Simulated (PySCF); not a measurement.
# CF−: from the state search to spectroscopic constants

An exercise on one series of results from a longer session: the logs are not shown, and one member is left open.

Computed with PySCF 2.14.0. Level: C aug-cc-pVDZ, F aug-cc-pVDZ, no relativity.

1 further run of the same task is left out (set aside as unsound or not needed).

Set-up of the first run:

The job is set up so:

- atoms: C, F
- charge: -1
- basis: C aug-cc-pVDZ, F aug-cc-pVDZ
- Hamiltonian: no relativity
- basis functions: 46
- electrons treated: 16
- masses in u: 12.0000, 18.9984
- levels: PBE0, PBE, r²SCAN, MN15, M06-L, revPBE, CAM-B3LYP, HF, MP2, SCS-MP2, CCSD, CCSD(T)
- grid: 80 radial by 434 angular points
- occupations: held fixed by the projection of orbital angular momentum
- dissociation limit: C + F−, each in its ground configuration
- starting distance in angstrom: 1.425
- values of 2S to try: 0, 2

Launch:

```console
$ OMP_NUM_THREADS=1 python dia.py task.json out
```

Steps of the session up to this table: The job; PBE0 along the bond; Excited determinants; PBE (GGA); r²SCAN (meta-GGA); MN15 (hybrid meta-GGA); M06-L; revPBE (GGA); CAM-B3LYP (range-separated hybrid); UHF; Adding correlation.

One table of the session follows, with a row left open; its other results are not shown here.

It belongs to the step «The curves together». Energy (eV) from each level's lowest point:

```
R (Å)    UHF  UHF-MP2  UHF-SCS-MP2  UHF-CCSD  UHF-CCSD(T)
1.243  0.645    0.737        0.767       n/a          n/a
1.300  0.301    0.373        0.394     0.367        0.386
1.358      ?        ?            ?         ?            ?
1.402  0.031    0.062        0.070     0.058        0.068
1.445  0.000    0.013        0.018     0.011        0.017
1.488  0.002    0.000        0.000     0.000        0.000
1.546  0.041    0.024        0.018     0.026        0.018
1.618  0.129    0.101        0.088     0.104        0.088
1.705  0.266    0.238        0.217     0.239        0.215
1.821  0.467    0.462        0.428       n/a          n/a
```

Estimate the missing values for R (Å) = 1.358.

Worked estimate for «UHF». A straight line through the neighbours (1.300, 0.301) and (1.402, 0.031) gives 0.301 + (0.031 − 0.301) × (1.358 − 1.300) / (1.402 − 1.300) = 0.147; a parabola fitted to 4 rows on both sides gives 0.098.

**Answer.** UHF: 0.107; UHF-MP2: 0.156; UHF-SCS-MP2: 0.169; UHF-CCSD: 0.150; UHF-CCSD(T): 0.164. In «UHF» the line misses by +0.040 and the parabola by -0.009.
